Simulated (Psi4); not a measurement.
**AlHClO (SMILES [O][AlH][Cl]) at UHF-D3(BJ)/jun-cc-pV(D+d)Z (density fitting)**

What is the energy difference between two shapes of AlHClO at UHF-D3(BJ)/jun-cc-pV(D+d)Z (density fitting)? 

Program for the calculation: Psi4 1.11.

1 further run of the same task is left out (it didn't finish).

## (1) The molecule

AlHClO has 4 atoms, charge 0, and is taken as a doublet. As SMILES, `[O][AlH][Cl]`. Geometry: relaxed at PBE0-D4/def2-TZVP.

Bond lengths: O1–Al2 1.729 Å, Al2–Cl3 2.081 Å, Al2–H4 1.566 Å. Angles: O1–Al2–Cl3 116.2°, O1–Al2–H4 118.8°, Cl3–Al2–H4 125.0°.

## (2) The charge distribution at UHF-D3(BJ)/jun-cc-pV(D+d)Z (density fitting)

Input file job.py:

```python
import psi4

psi4.set_memory('1600 MB')
psi4.set_num_threads(1)
psi4.set_output_file('alclho.out', False)

molecule = psi4.geometry("""
0 2
O      0.290600    -1.035900     1.350600
Al     0.118400     0.049000     0.015600
Cl    -1.573200    -0.210600    -1.168800
H      1.219700     1.137300    -0.217800
no_reorient
no_com
""")

psi4.set_options(dict(basis='jun-cc-pV(D+d)Z', reference='uhf', scf_type='df'))

e, wfn = psi4.energy("hf-d3bj2b", return_wfn=True)
psi4.oeprop(wfn, "MULLIKEN_CHARGES", "DIPOLE", "ESP_AT_NUCLEI")
print(f'hf-d3bj2b energy: {e:.10f} Eh')
```

Command:

```
$ python job.py
```

alclho.out:

```text
[...]
  Running in c1 symmetry.
[...]
  Nuclear repulsion =  118.890581239465817
[...]
  Multiplicity = 2
[...]
  Nalpha       = 20
  Nbeta        = 19
[...]
    Number of basis functions: 77
[...]
   @DF-UHF iter   1:  -776.49434669943582   -6.86629e-01   9.58597e-03 DIIS/ADIIS
[...]
   @DF-UHF iter  16:  -776.96756315677169   -1.46947e-08   4.02652e-07 DIIS
[...]
   @S^2 Observed:                7.570061504E-01
[...]
    Orbital Energies [Eh]
    ---------------------
    Alpha Occupied:
       1A   -104.834759     2A    -58.541732     3A    -20.624988
       4A    -10.564050     5A     -8.031023     6A     -8.028825
       7A     -8.028747     8A     -4.954757     9A     -3.270282
      10A     -3.269466    11A     -3.267492    12A     -1.349775
      13A     -1.098579    14A     -0.650435    15A     -0.630478
      16A     -0.556146    17A     -0.555534    18A     -0.501615
      19A     -0.486089    20A     -0.474060
    Alpha Virtual:
      21A      0.024537    22A      0.036690    23A      0.037970
      24A      0.040055    25A      0.076362    26A      0.125661
[...]
  @DF-UHF Final Energy:  -776.96756315677169
   => Energetics <=
    Nuclear Repulsion Energy =            118.8905812394658170
    One-Electron Energy =               -1313.1882129164641810
    Two-Electron Energy =                 417.3509341838682758
    Total Energy =                       -776.9675631567716891
  UHF NO Occupations:
  HONO-2 :   18  A 1.9986153
  HONO-1 :   19  A 1.9985866
[...]
 Multipole Moments:
 ------------------------------------------------------------------------------------
     Multipole            Electronic (a.u.)      Nuclear  (a.u.)        Total (a.u.)
 ------------------------------------------------------------------------------------
 L = 1.  Multiply by 2.5417464519 to convert [e a0] to [Debye]
 Dipole X            :         41.2733894          -40.9327907            0.3405987
 Dipole Y            :         19.5921717          -19.0731948            0.5189769
 Dipole Z            :         16.8867469          -17.1583353           -0.2715883
 Magnitude           :                                                    0.6775727
[...]
  Mulliken Charges: (a.u.)
   Center  Symbol    Alpha    Beta     Spin     Total
       1     O     4.70757  3.66179  1.04578 -0.36937
       2    AL     6.08841  6.14811 -0.05970  0.76348
       3    CL     8.63946  8.63249  0.00697 -0.27195
       4     H     0.56455  0.55761  0.00695 -0.12216
   Total alpha = 20.00000, Total beta = 19.00000, Total charge =  0.00000
```

The script printed:

```text
hf-d3bj2b energy: -776.9675631568 Eh
```

Run time: 6 s. Hardware: 1 thread of Intel Xeon Platinum 8259CL at 2.50GHz (Skylake/Cascade Lake), shared host; peak memory 0.28 GiB.

Atomic charges (e):

```
atom  Mulliken
  O1    -0.369
 Al2    +0.763
 Cl3    -0.272
  H4    -0.122
```

## (3) The distorted shape at the same level

Input file job.json:

```json
{
 "schema_name": "qcschema_input",
 "schema_version": 1,
 "molecule": {
  "schema_name": "qcschema_molecule",
  "schema_version": 2,
  "symbols": ["O", "Al", "Cl", "H"],
  "geometry": [0.46366509, -1.83159437, 2.74313589, 0.64978989, 0.46058484, 0.31636283, -3.25851145, -0.08502067, -2.08057901, 2.2756819, 1.70592002, -0.63818697],
  "molecular_charge": 0,
  "molecular_multiplicity": 2,
  "fix_com": true,
  "fix_orientation": true
 },
 "driver": "energy",
 "model": {
  "method": "hf-d3bj2b",
  "basis": "jun-cc-pV(D+d)Z"
 },
 "keywords": {
  "reference": "uhf",
  "scf_type": "df",
  "scf_properties": ["MULLIKEN_CHARGES", "DIPOLE", "ESP_AT_NUCLEI"]
 }
}
```

Command:

```
$ psi4 --qcschema job.json -n 1 --memory 1600MB
```

stdout:

```text
[...]
  Running in c1 symmetry.
[...]
  Nuclear repulsion =  110.552015334891493
[...]
  Multiplicity = 2
[...]
  Nalpha       = 20
  Nbeta        = 19
[...]
    Number of basis functions: 77
[...]
   @DF-UHF iter   1:  -776.44453727759503   -7.93637e-01   9.67831e-03 DIIS/ADIIS
[...]
   @DF-UHF iter  23:  -776.87773554528292   -3.35010e-07   3.84941e-07 DIIS
[...]
   @S^2 Observed:                7.579122903E-01
[...]
    Orbital Energies [Eh]
    ---------------------
    Alpha Occupied:
       1A   -104.801857     2A    -58.555648     3A    -20.640627
       4A    -10.525684     5A     -7.992705     6A     -7.990768
       7A     -7.990727     8A     -4.977262     9A     -3.292647
      10A     -3.290060    11A     -3.287874    12A     -1.357078
      13A     -1.035677    14A     -0.660146    15A     -0.656217
      16A     -0.582535    17A     -0.564348    18A     -0.472178
      19A     -0.435943    20A     -0.434174
    Alpha Virtual:
      21A      0.007405    22A      0.024830    23A      0.033848
      24A      0.041192    25A      0.059708    26A      0.105840
[...]
  @DF-UHF Final Energy:  -776.87773554528292
   => Energetics <=
    Nuclear Repulsion Energy =            110.5520153348914931
    One-Electron Energy =               -1296.6998386780182955
    Two-Electron Energy =                 409.2895852243122476
    Total Energy =                       -776.8777355452829170
  UHF NO Occupations:
  HONO-2 :   18  A 1.9985923
  HONO-1 :   19  A 1.9983511
[...]
 Multipole Moments:
 ------------------------------------------------------------------------------------
     Multipole            Electronic (a.u.)      Nuclear  (a.u.)        Total (a.u.)
 ------------------------------------------------------------------------------------
 L = 1.  Multiply by 2.5417464519 to convert [e a0] to [Debye]
 Dipole X            :         42.4544938          -40.9624235            1.4920703
 Dipole Y            :          9.3867189           -8.4045834            0.9821355
 Dipole Z            :         10.3222919           -9.9502262            0.3720657
 Magnitude           :                                                    1.8246360
[...]
  Mulliken Charges: (a.u.)
   Center  Symbol    Alpha    Beta     Spin     Total
       1     O     4.70058  3.65039  1.05018 -0.35097
       2    AL     5.95474  6.02269 -0.06794  1.02257
       3    CL     8.73505  8.71554  0.01951 -0.45060
       4     H     0.60962  0.61137 -0.00175 -0.22100
   Total alpha = 20.00000, Total beta = 19.00000, Total charge = -0.00000
[...]
```

The result, in JSON:

```text
{
 "driver": "energy",
 "model": {
  "method": "hf-d3bj2b",
  "basis": "jun-cc-pV(D+d)Z"
 },
 "success": true,
 "return_result": -776.8777355452829,
 "properties": {
  "calcinfo_nbasis": 77,
  "calcinfo_nmo": 77,
  "calcinfo_nalpha": 20,
  "calcinfo_nbeta": 19,
  "calcinfo_natom": 4,
  "nuclear_repulsion_energy": 110.5520153348915,
  "return_energy": -776.8777355452829,
  "scf_one_electron_energy": -1296.6998386780183,
  "scf_two_electron_energy": 409.28958522431225,
  "scf_dispersion_correction_energy": -0.019497426468300445,
  "scf_dipole_moment": [1.4920703021177673, 0.9821354574912426, 0.37206565245139167],
  "scf_total_energy": -776.8777355452829,
  "scf_iterations": 23
 }
}
```

It took 4.8 s on 1 thread of Intel Xeon Platinum 8259CL at 2.50GHz (Skylake/Cascade Lake), shared host; peak memory 0.27 GiB.

Atomic charges (e):

```
atom  Mulliken
  O1    -0.351
 Al2    +1.023
 Cl3    -0.451
  H4    -0.221
```

## (4) Outcome

Level: UHF-D3(BJ)/jun-cc-pV(D+d)Z (density fitting).

| quantity | value |
| --- | --- |
| first shape: total energy | -776.96756 Eh |
| first shape: dipole moment | 1.72 D |
| first shape: HOMO energy (highest over α and β) | -12.79 eV |
| first shape: LUMO energy (lowest over α and β) | 0.67 eV |
| first shape: dispersion energy | -54.78 kJ/mol |
| first shape: ⟨S²⟩ | 0.757 |
| distorted shape: total energy | -776.87774 Eh |
| distorted shape: dipole moment | 4.64 D |
| distorted shape: HOMO energy (highest over α and β) | -11.78 eV |
| distorted shape: LUMO energy (lowest over α and β) | 0.20 eV |
| distorted shape: dispersion energy | -51.19 kJ/mol |
| distorted shape: ⟨S²⟩ | 0.758 |
| energy change with the atoms displaced | 2.444 eV |

What this shows: With the atoms displaced the energy rises by 2.44 eV (236 kJ/mol). The first shape isn't relaxed at this level, so the change isn't measured from a minimum. Mulliken charges (first shape) run from -0.37 on O1 to +0.76 on Al2; they depend strongly on the basis.
